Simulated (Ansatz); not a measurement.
Process, species as SMILES: [CH3] (CH3) → C atom + 3 H atom
B3LYP-D3(BJ)/def2-TZVP geometries, fixed; electronic energies without zero-point terms.

How fast the atomisation energy converges with the basis for several methods (Ansatz, a program for electronic structure): deviation from each method's own reference, in kcal/mol. References: B2PLYP 308.46 kcal/mol, the value in pcseg-4; CCSD(T) 307.14 kcal/mol, Hartree-Fock in cc-pVQZ plus the correlation part extrapolated as X^-3 from cc-pVTZ and cc-pVQZ; HF 243.44 kcal/mol, the value in aug-pcseg-3; MP2 305.67 kcal/mol, Hartree-Fock in aug-cc-pVQZ plus the correlation part extrapolated as X^-3 from aug-cc-pVTZ and aug-cc-pVQZ; PBE 310.01 kcal/mol, the value in pcseg-4; PBE0 308.54 kcal/mol, the value in pcseg-4. Cartesian d functions, on some or all atoms, in 6-31G**; all else is spherical. In correlated methods cores are frozen. Open shells are unrestricted. No added dispersion term, no relativity. 

| basis | functions | B2PLYP | CCSD(T) | HF | MP2 | PBE | PBE0 |
|---|---|---|---|---|---|---|---|
| pcseg-0 | 15 | -17.81 | -37.90 | ___ | -39.40 | -7.13 | -7.59 |
| def2-SVP | 29 | -4.89 | -11.75 | ___ | -13.16 | -0.99 | -0.16 |
| 6-31G** | 30 | -3.48 | -12.99 | ___ | -13.88 | 2.00 | 1.56 |
| 6-311G** | 36 | -5.74 | -14.66 | ___ | -15.27 | -1.28 | -1.52 |
| aug-cc-pVDZ | 50 | -9.24 | -17.59 | ___ | -17.87 | -5.09 | -4.82 |
| def2-TZVPP | 73 | -1.68 | -5.14 | ___ | -5.53 | 0.07 | -0.14 |
| def2-TZVPPD | 88 | -1.57 | -4.88 | ___ | -5.28 | 0.10 | -0.11 |
| 6-311++G(3df,3pd) | 93 | -1.31 | -4.25 | ___ | -4.54 | 0.01 | -0.10 |
| aug-pcseg-2 | 115 | -1.07 | -3.64 | ___ | -4.13 | -0.01 | 0.04 |
| def2-QZVPP | 147 | -0.54 | -2.03 | ___ | -2.21 | -0.07 | -0.11 |
| pcseg-3 | 159 | -0.23 | -1.41 | ___ | -1.44 | 0.01 | 0.04 |
| def2-QZVPPD | 162 | -0.53 | -2.00 | ___ | -2.17 | -0.08 | -0.12 |

Task: Some entries are withheld; supply them.

Result: 
- pcseg-0, HF: -9.53
- def2-SVP, HF: 1.22
- 6-31G**, HF: 0.55
- 6-311G**, HF: -2.24
- aug-cc-pVDZ, HF: -4.95
- def2-TZVPP, HF: -0.72
- def2-TZVPPD, HF: -0.70
- 6-311++G(3df,3pd), HF: -0.54
- aug-pcseg-2, HF: -0.04
- def2-QZVPP, HF: -0.45
- pcseg-3, HF: 0.00
- def2-QZVPPD, HF: -0.46

Mean absolute deviation over 6-311G**, def2-TZVPP, def2-TZVPPD, 6-311++G(3df,3pd), aug-pcseg-2: PBE 0.29, PBE0 0.38, HF 0.85, B2PLYP 2.28, CCSD(T) 6.51, MP2 6.95 kcal/mol.
